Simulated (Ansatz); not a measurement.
Geometry optimisation, Ansatz 0.2.0, UKS PBE/STO-3G.

Input:

```yaml
crystal:
  periodic: [false, false, false]
  atoms:
    - { symbol: "N", position_ang: [-1.831, 0.3607, -0.9047] }
    - { symbol: Si, position_ang: [-0.1754, 0.6129, -0.5469] }
    - { symbol: Si, position_ang: [0.6735, -0.9219, 0.9312] }
    - { symbol: H, position_ang: [-2.0611, 1.1551, -1.5838] }
    - { symbol: H, position_ang: [0.5712, 0.546, -1.8513] }
    - { symbol: H, position_ang: [-0.0037, 2.0084, -0.0117] }
    - { symbol: H, position_ang: [2.181, -0.6398, 1.1816] }
    - { symbol: H, position_ang: [0.6736, -2.3109, 0.4389] }
    - { symbol: H, position_ang: [0.0604, -0.8567, 2.3297] }
magnetization:
  spin_polarized: true
  initial_magnetization: 1
basis:
  gaussian: { orbitals: STO-3G }
hamiltonian:
  xc: pbe
relax:
  f_tol: 0.02
  max_steps: 50
```

Run as:

```bash
$ ansatz run input.yaml --threads 1 --pin off --max-ram 2048MiB --backend cpu --events-out ev --progress --plain --runs-dir out
```

Q: Where does it end, and by what steps?

A: It converged. Limits of this set-up: minimal basis. After 6 steps the energy has fallen by 0.531 eV; H9 moved furthest, 0.13 Å.

| step | energy less start (eV) | largest force component (eV/Å) | accepted |
| --- | --- | --- | --- |
| 0 | 0.0000 | 4.134 | yes |
| 1 | -0.4180 | 1.936 | yes |
| 2 | -0.4231 | 1.175 | yes |
| 3 | -0.5003 | 0.678 | yes |
| 4 | -0.5297 | 0.120 | yes |
| 5 | -0.5306 | 0.029 | yes |
| 6 | -0.5308 | 0.003 | yes |

```xyz
9
Properties=species:S:1:pos:R:3
N -1.885 0.250 -0.917
Si -0.094 0.608 -0.538
Si 0.726 -0.893 0.935
H -2.123 1.161 -1.489
H 0.646 0.558 -1.800
H 0.047 1.975 -0.033
H 2.137 -0.635 1.185
H 0.605 -2.251 0.430
H 0.029 -0.819 2.210
```

Whether the end is a true minimum wasn't checked by a vibrational analysis.

Time of the run: 12 s on 1 CPU thread of a shared host.
